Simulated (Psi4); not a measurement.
# BH3Cl− (SMILES [BH3-]Cl), step by step

Wanted: a structure relaxation (BLYP/6-31G**), then the harmonic vibrations, then a single-point energy (MP2/cc-pVTZ) of BH3Cl−. 

The calculation is run with Psi4 1.11.

### Step 1. The molecule

BH3Cl−: 5 atoms, total charge -1, spin state singlet. SMILES: `[BH3-]Cl`. Geometry: relaxed at GFN2-xTB. The run starts from this shape.

Bond lengths: B1–Cl2 1.873 Å, B1–H3 1.208 Å, B1–H4 1.208 Å, B1–H5 1.208 Å. Angles: Cl2–B1–H3 106.7°, Cl2–B1–H4 106.7°, Cl2–B1–H5 106.7°, H3–B1–H4 112.0°, H3–B1–H5 112.2°, H4–B1–H5 112.1°.

### Step 2. A structure relaxation at BLYP/6-31G(d,p) (density fitting, Cartesian functions) (run 1)

Contents of bclh3.dat:

```
memory 1.6 GB

molecule system {
  -1 1
  B      0.15569454    -0.09046119     0.25687047
  Cl    -1.59844374     0.93815453    -2.63989070
  H      2.31128623    -0.48116207    -0.38374668
  H     -0.86946299    -1.98676356     1.00671380
  H      0.00094486     1.62023228     1.76007202
  units au
  symmetry c1
}

set {
  basis        6-31G**
  geom_maxiter 60
}

opt('blyp')
```

On the command line:

```bash
psi4 -i bclh3.dat -o bclh3.out -n 1
```

bclh3.out:

```text
[...]
  Running in c1 symmetry.
[...]
  Nuclear repulsion =   42.159747981441846
[...]
  Multiplicity = 1
[...]
  Nalpha       = 13
  Nbeta        = 13
[...]
    Number of basis functions: 49
[...]
   @DF-RKS iter   1:  -486.64200702257017   -1.86911e-01   1.12917e-02 ADIIS/DIIS
[...]
   @DF-RKS iter   7:  -486.86534577790422    1.70530e-13   1.33440e-09 DIIS
[...]
    Orbital Energies [Eh]
    ---------------------
    Doubly Occupied:
       1A   -100.480564     2A     -8.906325     3A     -6.736289
       4A     -6.730832     5A     -6.730832     6A     -6.291494
       7A     -0.463746     8A     -0.203810     9A     -0.061520
      10A     -0.061512    11A     -0.058336    12A      0.000313
      13A      0.000319
[...]
  @DF-RKS Final Energy:  -486.86534577790422
   => Energetics <=
    Nuclear Repulsion Energy =             39.5919706825805946
    One-Electron Energy =                -755.5108274300860103
    Two-Electron Energy =                 262.6577928180565209
    DFT Exchange-Correlation Energy =     -33.6042818484553436
    Empirical Dispersion Energy =           0.0000000000000000
    VV10 Nonlocal Energy =                  0.0000000000000000
    Total Energy =                       -486.8653457779042242
[...]
  -Total Gradient:
     Atom            X                  Y                   Z
    ------   -----------------  -----------------  -----------------
       1       -0.000056177338     0.000018914480    -0.000089311998
       2        0.000026136228    -0.000012517551     0.000041837240
       3       -0.000010720617     0.000001943868     0.000030958947
       4        0.000025318929     0.000016181935     0.000014570596
       5        0.000017071817    -0.000026702312     0.000004081513
[...]
```

The script printed:

```text
Optimizer: Optimization complete!
```

Run time: 16 s. Hardware: 1 thread of AMD EPYC 7R43 (Zen 3), shared host; peak memory 0.38 GiB.

Step by step:

| step | energy from the first frame kept (eV) | largest force (eV/Å) |
| --- | --- | --- |
| 0 | 0.0000 | 1.8001 |
| 1 | -0.1132 | 0.5971 |
| 2 | -0.1274 | 0.3955 |
| 3 | -0.1311 | 0.2377 |
| 4 | -0.1330 | 0.0882 |
| 5 | -0.1334 | 0.0271 |
| 6 | -0.1334 | 0.0055 |

After the run. Bond lengths: B1–Cl2 2.033 Å, B1–H3 1.224 Å, B1–H4 1.224 Å, B1–H5 1.224 Å. Angles: Cl2–B1–H3 106.0°, Cl2–B1–H4 106.0°, Cl2–B1–H5 106.0°, H3–B1–H4 112.7°, H3–B1–H5 112.7°, H4–B1–H5 112.7°.

### Step 3. The harmonic vibrations at BLYP/6-31G(d,p) (density fitting, Cartesian functions) (run 2)

Contents of calc.dat:

```
memory 1600 MB

molecule mol {
  -1 1
  B      0.138970    -0.081447     0.229766
  Cl    -0.868171     0.509632    -1.433962
  H      1.291475    -0.285763    -0.127436
  H     -0.420801    -1.096919     0.621014
  H      0.048869     0.843523     1.025964
  symmetry c1
}

set basis 6-31G**
set t 600.0
set rotational_symmetry_number 3

e_tot, wfn = freq("blyp", return_wfn=True)
```

On the command line:

```bash
psi4 -i calc.dat -o calc.out -n 1
```

calc.out:

```text
[...]
  Running in c1 symmetry.
[...]
  Nuclear repulsion =   39.591966308164160
[...]
  Multiplicity = 1
[...]
  Nalpha       = 13
  Nbeta        = 13
[...]
    Number of basis functions: 49
[...]
   @DF-RKS iter   1:  -486.67396591322228   -3.26313e-01   1.04419e-02 ADIIS/DIIS
[...]
   @DF-RKS iter  10:  -486.86534468373037   -1.47793e-12   7.62101e-10 DIIS
[...]
  @DF-RKS Final Energy:  -486.86534468373037
   => Energetics <=
    Nuclear Repulsion Energy =             39.5935644992571767
    One-Electron Energy =                -755.5141519406392945
    Two-Electron Energy =                 262.6596838907996698
    DFT Exchange-Correlation Energy =     -33.6044411331478585
    Empirical Dispersion Energy =           0.0000000000000000
    VV10 Nonlocal Energy =                  0.0000000000000000
    Total Energy =                       -486.8653446837303704
[...]
  -Total Gradient:
     Atom            X                  Y                   Z
    ------   -----------------  -----------------  -----------------
       1       -0.000011262025     0.000410594643     0.000076724010
       2        0.000043759166     0.000046169841     0.000056287212
       3       -0.000005045149     0.000042487302     0.000037991530
       4       -0.000057397106    -0.000144288099     0.000155431376
       5        0.000029997691    -0.000354984243    -0.000320545776
[...]
  ==> Harmonic Vibrational Analysis <==
[...]
  Freq [cm^-1]                 432.7154            810.7158            813.2211
[...]
  IR activ [km/mol]            45.7501              1.2595              1.2888
[...]
  Freq [cm^-1]                1126.6678           1175.1391           1175.7800
[...]
  IR activ [km/mol]            247.2117            19.5489             19.5416
[...]
  Freq [cm^-1]                2359.0782           2398.3013           2398.3567
[...]
```

The script printed:

```text
Warning: used thermodynamics relations inappropriate for low-frequency modes: ['432.7154']
```

It took 57 s on 1 thread of AMD EPYC 7R43 (Zen 3), shared host; peak memory 0.36 GiB.

### Step 4. The energy at MP2/cc-pVTZ (density fitting, density fitting for correlation) (run 3)

Contents of calc.inp:

```
memory 1600 mb

molecule m {
  -1 1
  B      0.138970    -0.081447     0.229766
  Cl    -0.868171     0.509632    -1.433962
  H      1.291475    -0.285763    -0.127436
  H     -0.420801    -1.096919     0.621014
  H      0.048869     0.843523     1.025964
}

set {
  freeze_core true
}

e, wfn = energy("mp2/cc-pVTZ", return_wfn=True)
print_variables()
```

On the command line:

```bash
psi4 -i calc.inp -o calc.out -n 1
```

calc.out:

```text
[...]
  Running in c1 symmetry.
[...]
  Nuclear repulsion =   39.591966308164160
[...]
  Multiplicity = 1
[...]
  Nalpha       = 13
  Nbeta        = 13
[...]
    Number of basis functions: 106
[...]
   @DF-RHF iter   1:  -485.95715549616108   -7.53613e-01   2.40228e-03 ADIIS/DIIS
[...]
   @DF-RHF iter  10:  -486.00437712185970   -9.89075e-12   3.51987e-09 DIIS
[...]
    Orbital Energies [Eh]
    ---------------------
    Doubly Occupied:
       1A   -104.567024     2A    -10.293295     3A     -7.759707
       4A     -7.759137     5A     -7.759137     6A     -7.373212
       7A     -0.820982     8A     -0.474656     9A     -0.271457
      10A     -0.271447    11A     -0.241373    12A     -0.190332
      13A     -0.190326
[...]
  @DF-RHF Final Energy:  -486.00437712185970
   => Energetics <=
    Nuclear Repulsion Energy =             39.5919663081641602
    One-Electron Energy =                -755.2485173858212875
    Two-Electron Energy =                 229.6521739557974229
    Total Energy =                       -486.0043771218597044
[...]
 Multipole Moments:
 ------------------------------------------------------------------------------------
     Multipole            Electronic (a.u.)      Nuclear  (a.u.)        Total (a.u.)
 ------------------------------------------------------------------------------------
 L = 1.  Multiply by 2.5417464519 to convert [e a0] to [Debye]
 Dipole X            :         -2.5300020            2.0614066           -0.4685954
 Dipole Y            :          1.4846225           -1.2096576            0.2749649
 Dipole Z            :         -4.1793090            3.4052371           -0.7740719
 Magnitude           :                                                    0.9457138
[...]
```

Wall time 2.6 s (1 thread of AMD EPYC 7R43 (Zen 3), shared host); peak memory 0.31 GiB.

### Step 5. What came out

| quantity | value |
| --- | --- |
| run 1, BLYP/6-31G**: total energy at the end | -486.86535 Eh |
| run 1, BLYP/6-31G**: HOMO energy | 0.01 eV |
| run 1, BLYP/6-31G**: LUMO energy | 7.10 eV |
| run 1, BLYP/6-31G**: HOMO–LUMO gap (to an unbound level, set by the basis) | 7.09 eV |
| run 2, BLYP/6-31G**: lowest harmonic wavenumber | 433 cm⁻¹ |
| run 2, BLYP/6-31G**: highest harmonic wavenumber | 2398 cm⁻¹ |
| run 2, BLYP/6-31G**: zero-point energy | 75.9 kJ/mol |
| run 2, BLYP/6-31G**: ideal-gas entropy at 600 K (symmetry number 3 as used) | 67.1 cal/(mol K) |
| run 3, MP2/cc-pVTZ: total energy | -486.34013 Eh |
| run 3, MP2/cc-pVTZ: HOMO energy (Hartree–Fock orbitals) | -5.18 eV |
| run 3, MP2/cc-pVTZ: LUMO energy (Hartree–Fock orbitals) | 9.51 eV |
| run 3, MP2/cc-pVTZ: HOMO–LUMO gap (to an unbound level, set by the basis) | 14.68 eV |
| run 3, MP2/cc-pVTZ: correlation energy (6 core orbitals frozen) | -335.8 mEh |

**Reading.** The optimisation (run 1, BLYP/6-31G**) took 7 steps and changed the energy by -0.133 eV. The HOMO (run 1, BLYP/6-31G**) lies at positive energy, 0.01 eV, as semi-local functionals often give for anions; only total energies tell whether the electron is bound. All 9 modes (run 2, BLYP/6-31G**) are real, so the shape is a minimum at this level.
